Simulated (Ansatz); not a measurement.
## Rhenium, hcp: convergence with the k-point mesh

Computed with Ansatz, r²SCAN, scalar-relativistic PAW, on the relaxed cell (a = 2.760 Å, c = 4.457 Å (c/a = 1.615); spin not included). Errors count from a run at 500 eV on a Γ-centred 21×21×12 mesh with Fermi-Dirac smearing of 0.1 eV, extrapolated to zero width. Fixed here: cutoff 500 eV, Fermi-Dirac width 0.1 eV. The SCF starts from atomic densities corrected by a trained network.

```
  k-mesh  E(σ→0) error (meV/atom)  P (GPa)  SCF iterations
   2×2×1                   -112.4    -5.49               6
   3×3×2                    395.6    10.05               6
   5×5×3                    -14.1    -2.19               6
   6×6×4                     -6.0     0.39               6
   8×8×5                     -2.8     0.09               6
 11×11×6                      1.6     0.14               6
19×19×10                      0.1     0.04               6
```

Q: What does the run at 14×14×8 give (k-mesh)?

A: E(σ→0) error (meV/atom): -2.1; P (GPa): 0.11; SCF iterations: 6.

Within 5 meV/atom of the last row: from 8×8×5 on.
